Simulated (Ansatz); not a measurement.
# C2H2F2O: one species, many methods

The task here is to estimate one member of a computed series from the others.

Program: Ansatz 0.2.0, Gaussian basis. Level of theory: functionals in def2-TZVPP, the program's frozen cores in correlated methods. These are calculated values, not measurements.

Plan: LDA (SPW92), PBE-D4, revPBE-D4, BLYP-D4, r2SCAN-D4, B97M-V, PBE0-D4, B3LYP-D4, r2SCANh-D4, r2SCAN0-D4, HSE06-D4, BHLYP-D4, CAM-B3LYP-D4, LC-ωPBE, ωB97X-V, ωB97M-V, B2PLYP, PBE-QIDH; CCSD(T)/def2-SVP; CCSD(T)/def2-TZVPP; MP2/def2-QZVPP; extrapolation to the limit; RPA on PBE.

## The geometry

An earlier PBE0-D4 in a triple-zeta def2 set relaxation fixed the geometry.

7 atoms, charge 0, spin multiplicity 1.

Atoms are counted from 1 here; the program's logs count them from 0.

Bond lengths: O1–C2 1.362 Å, O1–H6 0.960 Å, C2–C3 1.322 Å, C2–H7 1.084 Å, C3–F4 1.311 Å, C3–F5 1.317 Å. Angles: C2–O1–H6 109.1°, O1–C2–C3 121.1°, O1–C2–H7 120.0°, C3–C2–H7 118.8°, C2–C3–F4 125.4°, C2–C3–F5 123.3°, F4–C3–F5 111.3°.

The first run:

Input file in.yaml:

```yaml
crystal:
  periodic: [false, false, false]
  atoms:
    - {symbol: O, position_ang: [-1.353955, 0.324884, 0.448947]}
    - {symbol: C, position_ang: [-0.004233, 0.326395, 0.267332]}
    - {symbol: C, position_ang: [0.596555, -0.647880, -0.393614]}
    - {symbol: F, position_ang: [-0.006666, -1.653035, -0.981065]}
    - {symbol: F, position_ang: [1.905478, -0.742231, -0.509919]}
    - {symbol: H, position_ang: [-1.678898, 1.226979, 0.395184]}
    - {symbol: H, position_ang: [0.602918, 1.096888, 0.727534]}
basis:
  gaussian: {orbitals: def2-TZVPP}
hamiltonian: {xc: lda}
output: {orbitals: {seedname: orbitals}}
```

Started as:

```sh
$ ansatz run in.yaml --threads 2 --pin off --events-out ev --progress --plain --max-ram 4352MiB
```

Among the steps run: LDA; PBE-D4 (GGA); revPBE-D4 (GGA); BLYP-D4 (GGA); r2SCAN-D4 (meta-GGA); B97M-V (meta-GGA); B3LYP-D4 (hybrid); r2SCANh-D4 (hybrid); r2SCAN0-D4 (hybrid); HSE06-D4 (hybrid); BHLYP-D4 (hybrid); CAM-B3LYP-D4 (range-separated); LC-ωPBE (range-separated); ωB97X-V (range-separated); ωB97M-V (range-separated); B2PLYP (double hybrid); PBE-QIDH (double hybrid).

One table of the session follows, with a row left open; its other results are not shown here.

It belongs to the step «Frontier levels by functional». 

```
  functional  HOMO (eV)  LUMO (eV)  gap (eV)
 LDA (SPW92)      -5.67      -0.44      5.23
      PBE-D4      -5.45      -0.28      5.18
   revPBE-D4          ?          ?         ?
     BLYP-D4      -5.37      -0.34      5.03
   r2SCAN-D4      -5.70       0.24      5.94
      B97M-V      -5.77       0.07      5.83
     PBE0-D4      -6.83       0.64      7.47
    B3LYP-D4      -6.64       0.23      6.86
  r2SCANh-D4      -6.21       0.61      6.82
  r2SCAN0-D4      -6.99       1.11      8.10
    HSE06-D4      -6.42       0.27      6.69
    BHLYP-D4      -8.12       1.26      9.38
CAM-B3LYP-D4      -8.26       1.40      9.66
     LC-ωPBE      -9.57       2.80     12.37
     ωB97X-V      -9.19       2.63     11.82
     ωB97M-V      -9.10       2.15     11.25
```

Q: Estimate the row for revPBE-D4 from the others.

As computed: HOMO (eV): -5.37; LUMO (eV): -0.21; gap (eV): 5.16.
